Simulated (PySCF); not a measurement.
**Working out the ionisation energy of F**

F [He] 2s2 2p5 (2P) → F⁺ [He] 2s2 2p4 (3P). Calculation: PySCF 2.14, in dyall-acv3z; the non-relativistic Hamiltonian (point nucleus). Frozen: 1s2; the 19 highest virtual orbitals dropped. Energies in hartree (1 hartree = 27.21139 eV):

| part | F (lower) | F⁺ (upper) |
| --- | --- | --- |
| UHF | -99.415956 | -98.840765 |
| CCSD correlation | -0.223131 | -0.166440 |
| (T) | -0.004600 | -0.002363 |

Question: What does Hartree-Fock give?

Answer: (-98.840765) − (-99.415956) = 0.575191 hartree = 15.652 eV.

Question: What do CCSD and CCSD(T) give?

Answer: The CCSD correlation energies differ by 0.056691 hartree = 1.543 eV and the triples by 0.002237 hartree = 0.061 eV, so CCSD gives 17.195 eV and CCSD(T) 17.256 eV.

Measured between the centres of the two terms (NIST): 17.427 eV, so CCSD(T) (valence) is off by -0.171 eV.

What remains against the reference includes basis incompleteness, the frozen core and higher excitations.
